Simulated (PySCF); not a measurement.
pyrrole (C4H5N), SMILES c1cc[nH]c1.

The structure is a stationary point at B3LYP-D3(BJ)/def2-SVP.

Two levels are set side by side: PBE/def2-TZVP (PySCF) and HF/def2-TZVP (PySCF). Same geometry, gas phase. Differences are taken from unrounded values.

| quantity | HF |
|---|---|
| orbital gap (eV) | 11.70 |
| highest occupied level (eV) | -8.05 |
| lowest empty level (eV) | 3.64 |
| dipole moment (D) | 1.94 |
| mean polarisability (bohr³) | 49.1 |

Problem. What does PBE give, and how far is it from HF? (Estimate from the structure and the level; the computed values follow.)

Solution. 
```csv
quantity,PBE,PBE minus HF
orbital gap (eV),5.10,-6.59
highest occupied level (eV),-5.08,2.97
lowest empty level (eV),0.02,-3.62
dipole moment (D),1.94,0.00
mean polarisability (bohr³),51.1,2.0
```

Without exact exchange PBE keeps part of each electron's self-repulsion, which lifts occupied levels and narrows the gap. Loosely held outer electrons make PBE densities more polarisable. Differences between two approximate levels are no errors against the true value.

Rough cost on one machine, each run with all the roots and properties that it gave: HF against PBE about 1/4.
